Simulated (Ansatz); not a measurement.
CsCl-type TlCl

All values below come from BLYP (Ansatz, an electronic-structure program, PAW).

Numerical settings: plane-wave cutoff 520 eV, 10×10×10 k mesh, Fermi–Dirac smearing 0.01 eV, scalar-relativistic PAW data made under PBE.

Cell: measured lattice: a = b = c = 3.842 Å, α = β = γ = 90.00°.

```
Quantity          Result
---------------  -------
band gap         2.21 eV
direct gap at Γ  9.19 eV
```

Note: cell and atoms aren't relaxed at this level (pressure 3.4 GPa).

Spin–orbit coupling is not included; with these elements it can move the gap by several tenths of an eV or more.

It cost very roughly 5 core-seconds of CPU time.
